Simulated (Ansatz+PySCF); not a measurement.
doublet CH₃: levels of theory in one basis

```xyz
4

C     0.0000    0.0000    0.0000
H     0.0000    0.0000    1.1256
H     0.0000    0.9748   -0.5628
H     0.0000   -0.9748   -0.5628
```

Basis set: cc-pVTZ (spherical functions). Correlated methods keep 1 orbital frozen. Correlation on ROHF uses semicanonical orbitals with singles. Charge 0, multiplicity 2.

Computed with Ansatz (development build ahead of 0.2.0); each method stands on the lowest determinant of its kind that the runs found.

| method | E − E(ROHF) (eV) | <S²> of the determinant |
| --- | --- | --- |
| ROHF | 0.00 | 0.75 |
| UHF | -0.13 | 0.76 |
| ROHF-MP2 | -4.47 | – |
| UHF-MP2 | -4.45 | 0.76 |
| ROHF-CCSD(T) | -5.17 | – |

(1) What does UHF-CCSD give on the same scale?

(2) Is a single determinant a sound starting point here?

Answers

(1) -5.03 eV.

(2) By this sign, yes. Unrestricted orbitals gain 0.13 eV and <S²> is 0.76 against 0.75 for a pure state.
